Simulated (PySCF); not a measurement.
## Dipole moment and polarisability of `F[PH2](F)F`

Species: F3H2P.
Geometry (PBE0-D3(BJ)/def2-SVP, Å), atoms numbered from 1 in this order:
```
atom  x, y, z in Å
F1     1.096   -0.825   -0.717
P2    -0.026    0.018    0.013
F3     0.886    1.369   -0.072
F4    -0.984   -1.298    0.129
H5     0.040    0.079    1.414
H6    -0.987    0.630   -0.808
```

Level: CAM-B3LYP/def2-SVPD (PySCF), static field, nuclei fixed, core orbitals frozen in the response. The polarisability tensor in these axes (au):

```
x   27.49  1.43 -0.08
y    1.43 28.54 -0.16
z   -0.08 -0.16 26.55
```

Q: Give the principal values, the mean and the anisotropy Δα = √{½[(α1 − α2)² + (α2 − α3)² + (α1 − α3)²]}.

A: Principal values 26.48, 26.56 and 29.55 au; mean 27.53 au = 4.08 Å³ = 4.54 × 10⁻⁴⁰ C²·m²/J; Δα = 3.03 au (11 % of the mean).

Q: What is the dipole moment, and where does it point?

A: (-1.08, 0.81, 0.70) D, 1.52 D in size, pointing from the negative to the positive side. Measured along this direction, the outermost atoms are F1 at the negative end and H5 and H6 at the positive end.

Q: In a dilute gas of rigid molecules at 500 K, how does the orientational term μ²/3kT compare with the electronic polarisability?

A: In Gaussian units μ²/3kT = 11.22 Å³ against 4.08 Å³, a ratio of 2.75; the Debye molar polarisation (4π/3)N_A(α + μ²/3kT) is 38.6 cm³/mol, leaving out the vibrational part.

Q: Estimate the molar refractivity from the static electronic polarisability.

A: Lorentz–Lorenz: R = (4π/3)N_A α = 2.5225 cm³/(mol·Å³) × 4.08 Å³ = 10.3 cm³/mol, in the limit of long wavelengths.

Q: What depolarisation ratio follows for Rayleigh scattering of linearly polarised light, taking the static tensor?

A: ρ = 3Δα²/(45ᾱ² + 4Δα²) = 27.6/(34099 + 36.8) = 0.000809.

Q: What would n − 1 = 2πNα be for an ideal gas of these molecules at 400 K and 1 atm, electronic part alone?

A: N = p/kT = 1.8347 × 10¹⁹ cm⁻³, so n − 1 = 2π × N × 4.08 × 10⁻²⁴ cm³ = 470 × 10⁻⁶ at long wavelengths.

Geometry: PBE0-D3(BJ)/def2-SVP; no solvent, vibrations or thermal averaging.
